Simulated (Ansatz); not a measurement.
The same path of AlFH2 (4 atoms, charge 0, multiplicity 1) was run twice with different band settings. Lost on the way: Al1–F2, Al1–H3. Made: F2–H3.

Theory: RKS PBE-D4/def2-TZVP (Ansatz).

Relaxed end points:

```xyz
4
Properties=species:S:1:pos:R:3
Al 0.402 0.000 0.173
F 0.444 0.000 1.841
H 1.798 0.000 -0.578
H -1.032 0.000 -0.505
```

```xyz
4
Properties=species:S:1:pos:R:3
Al 0.062 0.000 -0.872
F 1.168 0.000 1.361
H 1.870 0.000 0.718
H -1.488 0.000 -0.276
```

Common settings: movable images 5; climbing image yes; spring 5.0 eV/Å²; optimiser quadratic models (default); start path through a guess of the saddle point; iteration limit 60; end points relaxed.

| run | force threshold |
| --- | --- |
| 1 | 0.05 eV/Å |
| 2 | 0.2 eV/Å |

Task: What does each run give, and how far can it be trusted?

Result: Run 1: converged after 7 iterations, highest image 3.075 eV above the first end. Neighbouring images differ by up to 1.3 eV, so the band resolves the path poorly. A vibrational analysis at the climbing image gives one clearly imaginary mode, 991i cm⁻¹: a first-order saddle point.
Run 2: converged after 6 iterations, highest image 3.075 eV above the first end. The threshold of 0.2 eV/Å is loose, so the images may lie well off the minimum-energy path. Neighbouring images differ by up to 1.3 eV, so the band resolves the path poorly. Another band between the same ends (5 images) ends at a top of the same energy, where a vibrational analysis finds 1 clearly imaginary mode.
The orbitals stay closed-shell, which can raise the energy where a bond breaks towards radicals; this wasn't checked here.
